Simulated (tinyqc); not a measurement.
Inside a calculation (part 1 of 2). Method: UKS/LDA (VWN5) in the sto-6g basis, for H2O, spin multiplicity 3. Computed by tinyqc, a small Python program that keeps every step (integrals from PySCF). Settings: charge = 0, multiplicity = 3, basis = sto-6g, energy threshold = 1e-08, iteration cap = 59, orthogonalisation = symmetric, start = core, DIIS depth = 4, method = UKS, functional = lda,vwn, grid = [10, 86]. Command: `OMP_NUM_THREADS=1 python tinyqc.py 30797 30798 out.jsonl` (the two numbers bound the seeds that draw the settings). One thread of a shared host (Intel(R) Xeon(R) Processor @ 2.60GHz), about 2 s of CPU time with the checks. Later iterations appear only in the table of the cycle.

## One-electron integrals

Geometry (angstrom):
```
atom       x        y       z
O     0.0000   0.0000  0.0000
H     0.0000   1.0720  0.6900
H     0.0000  -1.0720  0.6900
```

Basis sto-6g: exponents (1/bohr^2) and contraction coefficients of normalised primitives:
```
element  l (shell)   exponent  coefficient
O            s (1)  1355.5842       0.0092
O            s (1)   248.5449       0.0494
O            s (1)    69.5339       0.1685
O            s (1)    23.8868       0.3706
O            s (1)     9.2759       0.4165
O            s (1)     3.8203       0.1303
O            s (2)    52.1878      -0.0133
O            s (2)    10.3293      -0.0470
O            s (2)     3.2103      -0.0338
O            s (2)     1.2351       0.2502
O            s (2)     0.5364       0.5951
O            s (2)     0.2459       0.2407
O            p (3)    52.1878       0.0038
O            p (3)    10.3293       0.0377
O            p (3)     3.2103       0.1739
O            p (3)     1.2351       0.4180
O            p (3)     0.5364       0.4259
O            p (3)     0.2459       0.1017
H            s (1)    35.5232       0.0092
H            s (1)     6.5131       0.0494
H            s (1)     1.8221       0.1685
H            s (1)     0.6260       0.3706
H            s (1)     0.2431       0.4165
H            s (1)     0.1001       0.1303
```

Overlap, kinetic and nuclear-attraction integrals over the contracted functions; the nuclear repulsion is the sum of Za Zb / Rab.

nuclear repulsion = 6.888170 hartree

overlap S, order 1O 1s, 1O 2s, 1O 2px, 1O 2py, 1O 2pz, 2H 1s, 3H 1s:
```
[[1.0000, 0.2311, 0.0000, 0.0000, 0.0000, 0.0266, 0.0266],
 [0.2311, 1.0000, 0.0000, 0.0000, 0.0000, 0.2956, 0.2956],
 [0.0000, 0.0000, 1.0000, 0.0000, 0.0000, 0.0000, 0.0000],
 [0.0000, 0.0000, 0.0000, 1.0000, 0.0000, 0.2303, -0.2303],
 [0.0000, 0.0000, 0.0000, 0.0000, 1.0000, 0.1482, 0.1482],
 [0.0266, 0.2956, 0.0000, 0.2303, 0.1482, 1.0000, 0.0950],
 [0.0266, 0.2956, 0.0000, -0.2303, 0.1482, 0.0950, 1.0000]]
```

kinetic energy T (hartree), order 1O 1s, 1O 2s, 1O 2px, 1O 2py, 1O 2pz, 2H 1s, 3H 1s:
```
[[29.3272, -0.8960, 0.0000, 0.0000, 0.0000, -0.0065, -0.0065],
 [-0.8960, 0.8426, 0.0000, 0.0000, 0.0000, 0.0236, 0.0236],
 [0.0000, 0.0000, 2.5313, 0.0000, 0.0000, 0.0000, 0.0000],
 [0.0000, 0.0000, 0.0000, 2.5313, 0.0000, 0.0852, -0.0852],
 [0.0000, 0.0000, 0.0000, 0.0000, 2.5313, 0.0548, 0.0548],
 [-0.0065, 0.0236, 0.0000, 0.0852, 0.0548, 0.7685, -0.0121],
 [-0.0065, 0.0236, 0.0000, -0.0852, 0.0548, -0.0121, 0.7685]]
```

nuclear attraction V (hartree), order 1O 1s, 1O 2s, 1O 2px, 1O 2py, 1O 2pz, 2H 1s, 3H 1s:
```
[[-62.0885, -6.3432, 0.0000, 0.0000, -0.0100, -0.8330, -0.8330],
 [-6.3432, -9.8290, 0.0000, 0.0000, -0.1182, -2.1262, -2.1262],
 [0.0000, 0.0000, -9.7878, 0.0000, 0.0000, 0.0000, 0.0000],
 [0.0000, 0.0000, 0.0000, -9.8744, 0.0000, -1.4549, 1.4549],
 [-0.0100, -0.1182, 0.0000, 0.0000, -9.8237, -0.9590, -0.9590],
 [-0.8330, -2.1262, 0.0000, -1.4549, -0.9590, -4.7733, -0.5137],
 [-0.8330, -2.1262, 0.0000, 1.4549, -0.9590, -0.5137, -4.7733]]
```

core Hamiltonian H = T + V (hartree), order 1O 1s, 1O 2s, 1O 2px, 1O 2py, 1O 2pz, 2H 1s, 3H 1s:
```
[[-32.7613, -7.2392, 0.0000, 0.0000, -0.0100, -0.8394, -0.8394],
 [-7.2392, -8.9864, 0.0000, 0.0000, -0.1182, -2.1026, -2.1026],
 [0.0000, 0.0000, -7.2565, 0.0000, 0.0000, 0.0000, 0.0000],
 [0.0000, 0.0000, 0.0000, -7.3431, 0.0000, -1.3697, 1.3697],
 [-0.0100, -0.1182, 0.0000, 0.0000, -7.2924, -0.9042, -0.9042],
 [-0.8394, -2.1026, 0.0000, -1.3697, -0.9042, -4.0048, -0.5259],
 [-0.8394, -2.1026, 0.0000, 1.3697, -0.9042, -0.5259, -4.0048]]
```

## Two-electron integrals

Functions are numbered as in S; the eight-fold symmetry (ij|kl) = (ji|kl) = (kl|ij) leaves the list below.

Two-electron integrals (ij|kl) in chemists' order, unique and non-zero (hartree):
```
(11|11) 4.7875      (21|11) 0.6759      (21|21) 0.1215      (22|11) 1.1174
(22|21) 0.2492      (22|22) 0.8174      (31|31) 0.0258      (32|31) 0.0391
(32|32) 0.1807      (33|11) 1.1174      (33|21) 0.2492      (33|22) 0.8174
(33|33) 0.8807      (41|41) 0.0258      (42|41) 0.0391      (42|42) 0.1807
(43|43) 0.0475      (44|11) 1.1174      (44|21) 0.2492      (44|22) 0.8174
(44|33) 0.7857      (44|44) 0.8807      (51|51) 0.0258      (52|51) 0.0391
(52|52) 0.1807      (53|53) 0.0475      (54|54) 0.0475      (55|11) 1.1174
(55|21) 0.2492      (55|22) 0.8174      (55|33) 0.7857      (55|44) 0.7857
(55|55) 0.8807      (61|11) 0.0827      (61|21) 0.0143      (61|22) 0.0287
(61|33) 0.0286      (61|41) 0.0006      (61|42) 0.0012      (61|44) 0.0287
(61|51) 3.79e-04    (61|52) 0.0007      (61|54) 8.18e-05    (61|55) 0.0287
(61|61) 0.0017      (62|11) 0.2269      (62|21) 0.0514      (62|22) 0.1902
(62|33) 0.1869      (62|41) 0.0035      (62|42) 0.0270      (62|44) 0.1939
(62|51) 0.0022      (62|52) 0.0174      (62|54) 0.0045      (62|55) 0.1898
(62|61) 0.0061      (62|62) 0.0583      (63|31) 0.0054      (63|32) 0.0313
(63|43) 0.0054      (63|53) 0.0035      (63|63) 0.0077      (64|11) 0.1483
(64|21) 0.0341      (64|22) 0.1342      (64|33) 0.1284      (64|41) 0.0073
(64|42) 0.0487      (64|44) 0.1438      (64|51) 0.0012      (64|52) 0.0112
(64|54) 0.0064      (64|55) 0.1303      (64|61) 0.0042      (64|62) 0.0499
(64|64) 0.0499      (65|11) 0.0955      (65|21) 0.0219      (65|22) 0.0864
(65|33) 0.0827      (65|41) 0.0012      (65|42) 0.0112      (65|44) 0.0856
(65|51) 0.0062      (65|52) 0.0385      (65|54) 0.0073      (65|55) 0.0908
(65|61) 0.0027      (65|62) 0.0321      (65|64) 0.0272      (65|65) 0.0251
(66|11) 0.4107      (66|21) 0.0948      (66|22) 0.4029      (66|33) 0.3885
(66|41) 0.0072      (66|42) 0.0792      (66|44) 0.4190      (66|51) 0.0046
(66|52) 0.0510      (66|54) 0.0196      (66|55) 0.4011      (66|61) 0.0113
(66|62) 0.1669      (66|64) 0.1625      (66|65) 0.1046      (66|66) 0.7750
(71|11) 0.0827      (71|21) 0.0143      (71|22) 0.0287      (71|33) 0.0286
(71|41) -0.0006     (71|42) -0.0012     (71|44) 0.0287      (71|51) 3.79e-04
(71|52) 0.0007      (71|54) -8.18e-05   (71|55) 0.0287      (71|61) 0.0017
(71|62) 0.0059      (71|64) 0.0037      (71|65) 0.0026      (71|66) 0.0108
(71|71) 0.0017      (72|11) 0.2269      (72|21) 0.0514      (72|22) 0.1902
(72|33) 0.1869      (72|41) -0.0035     (72|42) -0.0270     (72|44) 0.1939
(72|51) 0.0022      (72|52) 0.0174      (72|54) -0.0045     (72|55) 0.1898
(72|61) 0.0059      (72|62) 0.0441      (72|64) 0.0268      (72|65) 0.0236
(72|66) 0.0986      (72|71) 0.0061      (72|72) 0.0583      (73|31) 0.0054
(73|32) 0.0313      (73|43) -0.0054     (73|53) 0.0035      (73|63) 0.0055
(73|73) 0.0077      (74|11) -0.1483     (74|21) -0.0341     (74|22) -0.1342
(74|33) -0.1284     (74|41) 0.0073      (74|42) 0.0487      (74|44) -0.1438
(74|51) -0.0012     (74|52) -0.0112     (74|54) 0.0064      (74|55) -0.1303
(74|61) -0.0037     (74|62) -0.0268     (74|64) -0.0114     (74|65) -0.0141
(74|66) -0.0570     (74|71) -0.0042     (74|72) -0.0499     (74|74) 0.0499
(75|11) 0.0955      (75|21) 0.0219      (75|22) 0.0864      (75|33) 0.0827
(75|41) -0.0012     (75|42) -0.0112     (75|44) 0.0856      (75|51) 0.0062
(75|52) 0.0385      (75|54) -0.0073     (75|55) 0.0908      (75|61) 0.0026
(75|62) 0.0236      (75|64) 0.0141      (75|65) 0.0179      (75|66) 0.0569
(75|71) 0.0027      (75|72) 0.0321      (75|74) -0.0272     (75|75) 0.0251
(76|11) 0.0518      (76|21) 0.0119      (76|22) 0.0475      (76|33) 0.0465
(76|44) 0.0475      (76|51) 0.0008      (76|52) 0.0075      (76|55) 0.0485
(76|61) 0.0014      (76|62) 0.0142      (76|64) 0.0107      (76|65) 0.0088
(76|66) 0.0425      (76|71) 0.0014      (76|72) 0.0142      (76|74) -0.0107
(76|75) 0.0088      (76|76) 0.0044      (77|11) 0.4107      (77|21) 0.0948
(77|22) 0.4029      (77|33) 0.3885      (77|41) -0.0072     (77|42) -0.0792
(77|44) 0.4190      (77|51) 0.0046      (77|52) 0.0510      (77|54) -0.0196
(77|55) 0.4011      (77|61) 0.0108      (77|62) 0.0986      (77|64) 0.0570
(77|65) 0.0569      (77|66) 0.2463      (77|71) 0.0113      (77|72) 0.1669
(77|74) -0.1625     (77|75) 0.1046      (77|76) 0.0425      (77|77) 0.7750
```

## Orthogonalisation

S = U s U^T; symmetric (Loewdin) form X = U s^(-1/2) U^T, so that X^T S X = 1.

eigenvalues of S: [0.5376, 0.6234, 0.8994, 1.0000, 1.0886, 1.2817, 1.5694]

X, order 1O 1s, 1O 2s, 1O 2px, 1O 2py, 1O 2pz, 2H 1s, 3H 1s:
```
[[1.0218, -0.1276, 0.0000, 0.0000, -0.0039, 0.0143, 0.0143],
 [-0.1276, 1.0957, 0.0000, 0.0000, 0.0367, -0.1619, -0.1619],
 [0.0000, 0.0000, 1.0000, 0.0000, 0.0000, 0.0000, 0.0000],
 [0.0000, 0.0000, 0.0000, 1.0473, 0.0000, -0.1341, 0.1341],
 [-0.0039, 0.0367, 0.0000, 0.0000, 1.0180, -0.0797, -0.0797],
 [0.0143, -0.1619, 0.0000, -0.1341, -0.0797, 1.0710, -0.0316],
 [0.0143, -0.1619, 0.0000, 0.1341, -0.0797, -0.0316, 1.0710]]
```

## Starting guess

The start is the orbitals of the core Hamiltonian; D(s) = C_occ C_occ^T for each spin.

D(alpha) at the start, order 1O 1s, 1O 2s, 1O 2px, 1O 2py, 1O 2pz, 2H 1s, 3H 1s:
```
[[1.0609, -0.2751, 0.0000, 0.0000, -0.0150, 0.0505, 0.0505],
 [-0.2751, 1.2707, 0.0000, 0.0000, 0.1039, -0.3504, -0.3504],
 [0.0000, 0.0000, 1.0000, 0.0000, 0.0000, 0.0000, 0.0000],
 [0.0000, 0.0000, 0.0000, 1.0829, 0.0000, -0.1132, 0.1132],
 [-0.0150, 0.1039, 0.0000, 0.0000, 1.0504, -0.1699, -0.1699],
 [0.0505, -0.3504, 0.0000, -0.1132, -0.1699, 0.5848, 0.5611],
 [0.0505, -0.3504, 0.0000, 0.1132, -0.1699, 0.5611, 0.5848]]
```

D(beta) at the start, order 1O 1s, 1O 2s, 1O 2px, 1O 2py, 1O 2pz, 2H 1s, 3H 1s:
```
[[1.0598, -0.2646, 0.0000, 0.0000, -0.0105, 0.0262, 0.0262],
 [-0.2646, 1.1675, 0.0000, 0.0000, 0.0598, -0.1102, -0.1102],
 [0.0000, 0.0000, 0.0000, 0.0000, 0.0000, 0.0000, 0.0000],
 [0.0000, 0.0000, 0.0000, 1.0829, 0.0000, -0.1132, 0.1132],
 [-0.0105, 0.0598, 0.0000, 0.0000, 1.0315, -0.0673, -0.0673],
 [0.0262, -0.1102, 0.0000, -0.1132, -0.0673, 0.0259, 0.0023],
 [0.0262, -0.1102, 0.0000, 0.1132, -0.0673, 0.0023, 0.0259]]
```

## Iteration 1: exchange-correlation on the grid

Becke grid with 10 radial and 86 angular points per atom, points of zero weight dropped. rho = sum D_ij phi_i phi_j; V_xc,ij = sum w v_xc phi_i phi_j; v_xc is d(rho eps)/d rho(s) for spin s.

The 8 grid points with the largest w rho, of 2576 (bohr, atomic units):
```
x              y        z       w  rho(alpha)  rho(beta)   eps_xc  v_xc(alpha)
-0.2251   0.8268  -0.8268  0.1353      0.1689     0.1645  -0.5748      -0.7559
-0.2251  -0.8268  -0.8268  0.1353      0.1689     0.1645  -0.5748      -0.7559
0.2251   -0.8268  -0.8268  0.1353      0.1689     0.1645  -0.5748      -0.7559
0.2251    0.8268  -0.8268  0.1353      0.1689     0.1645  -0.5748      -0.7559
0.0000    0.4456  -1.1042  0.1348      0.1666     0.1666  -0.5747      -0.7533
0.0000   -0.4456  -1.1042  0.1348      0.1666     0.1666  -0.5747      -0.7533
0.0000   -1.1042  -0.4456  0.1317      0.1701     0.1700  -0.5783      -0.7581
0.0000    1.1042  -0.4456  0.1317      0.1701     0.1700  -0.5783      -0.7581
```

electrons on the grid, sum of w rho = 10.0004

E_xc = sum of w rho eps_xc = -9.271189 hartree

V_xc(alpha) (hartree), order 1O 1s, 1O 2s, 1O 2px, 1O 2py, 1O 2pz, 2H 1s, 3H 1s:
```
[[-2.9548, -0.3826, 0.0000, 0.0000, -0.0009, -0.0482, -0.0482],
 [-0.3826, -0.8400, 0.0000, 0.0000, -0.0056, -0.1814, -0.1814],
 [0.0000, 0.0000, -0.8318, 0.0000, 0.0000, 0.0000, 0.0000],
 [0.0000, 0.0000, 0.0000, -0.8454, 0.0000, -0.1264, 0.1264],
 [-0.0009, -0.0056, 0.0000, 0.0000, -0.8424, -0.0824, -0.0824],
 [-0.0482, -0.1814, 0.0000, -0.1264, -0.0824, -0.4274, -0.0412],
 [-0.0482, -0.1814, 0.0000, 0.1264, -0.0824, -0.0412, -0.4274]]
```

V_xc(beta) (hartree), order 1O 1s, 1O 2s, 1O 2px, 1O 2py, 1O 2pz, 2H 1s, 3H 1s:
```
[[-2.9355, -0.3705, 0.0000, 0.0000, -0.0007, -0.0469, -0.0469],
 [-0.3705, -0.7769, 0.0000, 0.0000, -0.0019, -0.1599, -0.1599],
 [0.0000, 0.0000, -0.7207, 0.0000, 0.0000, 0.0000, 0.0000],
 [0.0000, 0.0000, 0.0000, -0.8049, 0.0000, -0.1075, 0.1075],
 [-0.0007, -0.0019, 0.0000, 0.0000, -0.8048, -0.0694, -0.0694],
 [-0.0469, -0.1599, 0.0000, -0.1075, -0.0694, -0.2756, -0.0340],
 [-0.0469, -0.1599, 0.0000, 0.1075, -0.0694, -0.0340, -0.2756]]
```

## Iteration 1: building the Kohn-Sham matrix

J_ij = sum D_kl (ij|kl) with D = D(alpha) + D(beta); F = H + J + V_xc; E = tr D H + tr D J / 2 + E_xc + E_nn.

Coulomb J (hartree), order 1O 1s, 1O 2s, 1O 2px, 1O 2py, 1O 2pz, 2H 1s, 3H 1s:
```
[[17.9538, 3.2047, 0.0000, 0.0000, 0.0071, 0.3791, 0.3791],
 [3.2047, 8.3835, 0.0000, 0.0000, 0.0494, 1.9212, 1.9212],
 [0.0000, 0.0000, 8.3085, 0.0000, 0.0000, 0.0000, 0.0000],
 [0.0000, 0.0000, 0.0000, 8.4280, 0.0000, 1.3491, -1.3491],
 [0.0071, 0.0494, 0.0000, 0.0000, 8.4140, 0.8777, 0.8777],
 [0.3791, 1.9212, 0.0000, 1.3491, 0.8777, 4.1528, 0.4786],
 [0.3791, 1.9212, 0.0000, -1.3491, 0.8777, 0.4786, 4.1528]]
```

F(alpha) (hartree), order 1O 1s, 1O 2s, 1O 2px, 1O 2py, 1O 2pz, 2H 1s, 3H 1s:
```
[[-17.7623, -4.4170, 0.0000, 0.0000, -0.0038, -0.5085, -0.5085],
 [-4.4170, -1.4429, 0.0000, 0.0000, -0.0744, -0.3628, -0.3628],
 [0.0000, 0.0000, 0.2202, 0.0000, 0.0000, 0.0000, 0.0000],
 [0.0000, 0.0000, 0.0000, 0.2395, 0.0000, -0.1470, 0.1470],
 [-0.0038, -0.0744, 0.0000, 0.0000, 0.2793, -0.1089, -0.1089],
 [-0.5085, -0.3628, 0.0000, -0.1470, -0.1089, -0.2794, -0.0885],
 [-0.5085, -0.3628, 0.0000, 0.1470, -0.1089, -0.0885, -0.2794]]
```

F(beta) (hartree), order 1O 1s, 1O 2s, 1O 2px, 1O 2py, 1O 2pz, 2H 1s, 3H 1s:
```
[[-17.7430, -4.4050, 0.0000, 0.0000, -0.0036, -0.5072, -0.5072],
 [-4.4050, -1.3798, 0.0000, 0.0000, -0.0707, -0.3413, -0.3413],
 [0.0000, 0.0000, 0.3313, 0.0000, 0.0000, 0.0000, 0.0000],
 [0.0000, 0.0000, 0.0000, 0.2800, 0.0000, -0.1281, 0.1281],
 [-0.0036, -0.0707, 0.0000, 0.0000, 0.3169, -0.0959, -0.0959],
 [-0.5072, -0.3413, 0.0000, -0.1281, -0.0959, -0.1276, -0.0813],
 [-0.5072, -0.3413, 0.0000, 0.1281, -0.0959, -0.0813, -0.1276]]
```

total energy of this density = -74.464642 hartree

## Iteration 1: diagonalisation and new density

Diagonalise F' = X^T F X, C = X C', fill 6 alpha and 4 beta electrons from the bottom; D(s) = C_occ C_occ^T. Each column has its largest component positive (the first on a tie).

F' = X^T F X (alpha) (hartree):
```
[[-17.4455, -2.3536, 0.0000, 0.0000, -0.0127, -0.0466, -0.0466],
 [-2.3536, -0.5932, 0.0000, 0.0000, -0.0158, -0.1736, -0.1736],
 [0.0000, 0.0000, 0.2202, 0.0000, 0.0000, 0.0000, 0.0000],
 [0.0000, 0.0000, 0.0000, 0.3384, 0.0000, -0.1805, 0.1805],
 [-0.0127, -0.0158, 0.0000, 0.0000, 0.3172, -0.1119, -0.1119],
 [-0.0466, -0.1736, 0.0000, -0.1805, -0.1119, -0.1631, -0.0266],
 [-0.0466, -0.1736, 0.0000, 0.1805, -0.1119, -0.0266, -0.1631]]
```

orbital energies (alpha) (hartree): [-17.7686, -0.4840, -0.2476, -0.0259, 0.2202, 0.3673, 0.4496]

coefficients C (alpha), order 1O 1s, 1O 2s, 1O 2px, 1O 2py, 1O 2pz, 2H 1s, 3H 1s:
```
[[0.9951, -0.1862, 0.0000, -0.1865, 0.0000, -0.0336, 0.0000],
 [0.0211, 0.6654, 0.0000, 0.8857, 0.0000, 0.2073, 0.0000],
 [0.0000, 0.0000, 0.0000, 0.0000, 1.0000, 0.0000, 0.0000],
 [0.0000, 0.0000, 0.2443, 0.0000, 0.0000, 0.0000, 1.0359],
 [0.0013, 0.0986, 0.0000, -0.1914, 0.0000, 1.0020, 0.0000],
 [-0.0037, 0.3555, 0.6613, -0.5884, 0.0000, -0.3169, -0.4342],
 [-0.0037, 0.3555, -0.6613, -0.5884, 0.0000, -0.3169, 0.4342]]
```

F' = X^T F X (beta) (hartree):
```
[[-17.4275, -2.3508, 0.0000, 0.0000, -0.0128, -0.0463, -0.0463],
 [-2.3508, -0.5272, 0.0000, 0.0000, -0.0120, -0.1853, -0.1853],
 [0.0000, 0.0000, 0.3313, 0.0000, 0.0000, 0.0000, 0.0000],
 [0.0000, 0.0000, 0.0000, 0.3774, 0.0000, -0.1850, 0.1850],
 [-0.0128, -0.0120, 0.0000, 0.0000, 0.3541, -0.1138, -0.1138],
 [-0.0463, -0.1853, 0.0000, -0.1850, -0.1138, -0.0016, -0.0311],
 [-0.0463, -0.1853, 0.0000, 0.1850, -0.1138, -0.0311, -0.0016]]
```

orbital energies (beta) (hartree): [-17.7490, -0.3990, -0.1107, 0.0912, 0.3313, 0.4234, 0.5177]

coefficients C (beta), order 1O 1s, 1O 2s, 1O 2px, 1O 2py, 1O 2pz, 2H 1s, 3H 1s:
```
[[0.9953, -0.2006, 0.0000, -0.1666, 0.0000, -0.0483, 0.0000],
 [0.0206, 0.7369, 0.0000, 0.8041, 0.0000, 0.2838, 0.0000],
 [0.0000, 0.0000, 0.0000, 0.0000, 1.0000, 0.0000, 0.0000],
 [0.0000, 0.0000, 0.3277, 0.0000, 0.0000, 0.0000, 1.0126],
 [0.0013, 0.1028, 0.0000, -0.3082, 0.0000, 0.9720, 0.0000],
 [-0.0036, 0.3019, 0.6238, -0.5749, 0.0000, -0.3890, -0.4865],
 [-0.0036, 0.3019, -0.6238, -0.5749, 0.0000, -0.3890, 0.4865]]
```

D(alpha) after iteration 1, order 1O 1s, 1O 2s, 1O 2px, 1O 2py, 1O 2pz, 2H 1s, 3H 1s:
```
[[1.0609, -0.2751, 0.0000, 0.0000, -0.0150, 0.0505, 0.0505],
 [-0.2751, 1.2707, 0.0000, 0.0000, 0.1039, -0.3504, -0.3504],
 [0.0000, 0.0000, 1.0000, 0.0000, 0.0000, 0.0000, 0.0000],
 [0.0000, 0.0000, 0.0000, 0.0597, 0.0000, 0.1616, -0.1616],
 [-0.0150, 0.1039, 0.0000, 0.0000, 1.0504, -0.1699, -0.1699],
 [0.0505, -0.3504, 0.0000, 0.1616, -0.1699, 1.0102, 0.1357],
 [0.0505, -0.3504, 0.0000, -0.1616, -0.1699, 0.1357, 1.0102]]
```

D(beta) after iteration 1, order 1O 1s, 1O 2s, 1O 2px, 1O 2py, 1O 2pz, 2H 1s, 3H 1s:
```
[[1.0586, -0.2613, 0.0000, 0.0000, 0.0320, 0.0317, 0.0317],
 [-0.2613, 1.1901, 0.0000, 0.0000, -0.1720, -0.2400, -0.2400],
 [0.0000, 0.0000, 0.0000, 0.0000, 0.0000, 0.0000, 0.0000],
 [0.0000, 0.0000, 0.0000, 0.1074, 0.0000, 0.2044, -0.2044],
 [0.0320, -0.1720, 0.0000, 0.0000, 0.1055, 0.2082, 0.2082],
 [0.0317, -0.2400, 0.0000, 0.2044, 0.2082, 0.8108, 0.0326],
 [0.0317, -0.2400, 0.0000, -0.2044, 0.2082, 0.0326, 0.8108]]
```

## Iteration 2: exchange-correlation on the grid

As before.

The 8 grid points with the largest w rho, of 2576 (bohr, atomic units):
```
x              y        z       w  rho(alpha)  rho(beta)   eps_xc  v_xc(alpha)
0.4456    0.0000  -1.1042  0.1348      0.1655     0.0755  -0.5314      -0.7363
-0.4456   0.0000  -1.1042  0.1348      0.1655     0.0755  -0.5314      -0.7363
0.0000    0.0000  -1.1907  0.1317      0.1656     0.0791  -0.5326      -0.7371
0.8268    0.2251  -0.8268  0.1355      0.1617     0.0658  -0.5250      -0.7292
0.8268   -0.2251  -0.8268  0.1355      0.1617     0.0658  -0.5250      -0.7292
-0.8268  -0.2251  -0.8268  0.1355      0.1617     0.0658  -0.5250      -0.7292
-0.8268   0.2251  -0.8268  0.1355      0.1617     0.0658  -0.5250      -0.7292
0.0000    0.4456  -1.1042  0.1348      0.1499     0.0775  -0.5187      -0.7155
```

electrons on the grid, sum of w rho = 9.9963

E_xc = sum of w rho eps_xc = -8.390549 hartree

V_xc(alpha) (hartree), order 1O 1s, 1O 2s, 1O 2px, 1O 2py, 1O 2pz, 2H 1s, 3H 1s:
```
[[-2.9327, -0.3681, 0.0000, 0.0000, -0.0008, -0.0466, -0.0466],
 [-0.3681, -0.7754, 0.0000, 0.0000, -0.0117, -0.1788, -0.1788],
 [0.0000, 0.0000, -0.7919, 0.0000, 0.0000, 0.0000, 0.0000],
 [0.0000, 0.0000, 0.0000, -0.7342, 0.0000, -0.1280, 0.1280],
 [-0.0008, -0.0117, 0.0000, 0.0000, -0.7998, -0.0885, -0.0885],
 [-0.0466, -0.1788, 0.0000, -0.1280, -0.0885, -0.5221, -0.0441],
 [-0.0466, -0.1788, 0.0000, 0.1280, -0.0885, -0.0441, -0.5221]]
```

V_xc(beta) (hartree), order 1O 1s, 1O 2s, 1O 2px, 1O 2py, 1O 2pz, 2H 1s, 3H 1s:
```
[[-2.8948, -0.3429, 0.0000, 0.0000, 0.0029, -0.0438, -0.0438],
 [-0.3429, -0.6506, 0.0000, 0.0000, 0.0086, -0.1578, -0.1578],
 [0.0000, 0.0000, -0.6326, 0.0000, 0.0000, 0.0000, 0.0000],
 [0.0000, 0.0000, 0.0000, -0.6616, 0.0000, -0.1201, 0.1201],
 [0.0029, 0.0086, 0.0000, 0.0000, -0.6578, -0.0774, -0.0774],
 [-0.0438, -0.1578, 0.0000, -0.1201, -0.0774, -0.5009, -0.0402],
 [-0.0438, -0.1578, 0.0000, 0.1201, -0.0774, -0.0402, -0.5009]]
```
